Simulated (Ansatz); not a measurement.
Wurtzite MgTe was calculated with Hartree–Fock in Ansatz (PAW).

Output (set-up and result lines):

```
Relaxation: its limit of steps is 80 (relax.max_steps)
Crystal: 4 atoms, lattice volume = 145.967 Å³
Basis set: ecut = 460 eV, 3285 PW (Γ), exchange–correlation on 72×72×108 points (8 copies of the dense FFT grid, shifted against one another)
Bands: 32, of which v1, the nominal top of the filled ones, is band 26 counted from 1 (25 counted from 0)
Symmetry: 12 space group operations
Space group: P63mc (ITA 186), of the structure as read, at distance tolerance 5.3e-5 Å
k-points: 21 of 144 (time reversal used)
Functional: x = pbe(κ = 0.804, μ = 0.2195149727645171), c = none, warm-up for x = 0 pbe(κ = 0.804, μ = 0.2195149727645171) + 1 exact, c = none
SCF iter   1: F=—  HF=-17634.450677 eV  |F-HF|=—  |Δ(HF+E_count)|=         —  Δρ=3.86e-3  dr2=2.04e-2
SCF iter   2: F=—  HF=-17634.437783 eV  |F-HF|=—  |Δ(HF+E_count)|=   1.29e-2  Δρ=9.06e-4  dr2=9.15e-4
  ...
SCF 1 converged in 8 iterations: F = -17634.437771 eV  dr2 = 3.79e-11
Crystal: 4 atoms, lattice volume = 145.967 Å³
Initial density: handed on by an earlier stage of this run
Functional: x = 0 pbe(κ = 0.804, μ = 0.2195149727645171) + 1 exact, c = none
Crystal: 4 atoms, lattice volume = 145.967 Å³
Crystal: 4 atoms, lattice volume = 145.967 Å³
Crystal: 4 atoms, lattice volume = 145.967 Å³
Crystal: 4 atoms, lattice volume = 145.967 Å³
SCF 6 converged in 2 iterations: F = -17669.235332 eV  dr2 = 1.86e-11
Crystal: 4 atoms, lattice volume = 145.967 Å³
SCF 7 converged in 2 iterations: F = -17669.235332 eV  dr2 = 4.82e-12
Crystal: 4 atoms, lattice volume = 145.967 Å³
SCF iter   1: F=—  HF=-17669.235332 eV  |F-HF|=—  |Δ(HF+E_count)|=         —  Δρ=5.51e-8  dr2=2.33e-12
SCF iter   2: F=-17669.235332 eV  HF=-17669.235332 eV  |F-HF|=3.64e-12  |Δ(HF+E_count)|=    0.00e0  Δρ=2.18e-8  dr2=4.45e-13
SCF 8 converged in 2 iterations: F = -17669.235332 eV  dr2 = 4.45e-13
Free energy (F): -17669.235332 eV
Internal energy: -17669.235332 eV  (E = F + TS)
E sigma→0 (E₀):  -17669.235332 eV
Fermi energy:    5.522476 eV
--- Stress (GPa, compression-positive) ---
       -0.842161       0.000000      -0.000000
       -0.000000      -0.842161       0.000000
       -0.000000       0.000000      -0.843733
  P = ⅓ Tr σ = -0.8427 GPa (-8.427 kbar)
```

Question: Write an input file that could have produced this run (the log leaves some choices open).

Answer: This is not unique; one that fits is 
Ansatz 0.2 input:
```yaml
crystal:
  lattice:
    - [2.3459597343, -4.0633214523, 0.0]
    - [2.3459597343, 4.0633214523, 0.0]
    - [0.0, 0.0, 7.656358667]
  atoms:
    - { symbol: Mg, position: [0.6666666667, 0.3333333333, 0.5000813357] }
    - { symbol: Mg, position: [0.3333333333, 0.6666666667, 0.0000813357] }
    - { symbol: Te, position: [0.6666666667, 0.3333333333, 0.8759186643] }
    - { symbol: Te, position: [0.3333333333, 0.6666666667, 0.3759186643] }
basis:
  ecutwfc: 460
  ecutrho_ratio: 4
  xc_grid: 2
kpoints:
  mp_grid: { grid: [6, 6, 4] }
hamiltonian:
  xc: hf
  dispersion: none
  pseudopotentials: { kind: paw }
scf:
  occupations: { method: fermi_dirac, width: 0.01 }
output:
  forces: true
  stress: true
  eigenvalues: true
relax:
  f_tol: 0.01
  escape_saddle: false
  max_steps: 80
  cell: { stress_tol: 0.05, fix: [volume] }
```

The cell is one volume of an energy–volume scan, off the minimum.

The PAW data were made under PBE.

Note: the cell is over a tenth larger than the published one: the level's own overestimate first of all, though another phase or state, or a fault of the published cell, is possible.

The result took very roughly 17 core-minutes.

Ansatz is an electronic-structure program.
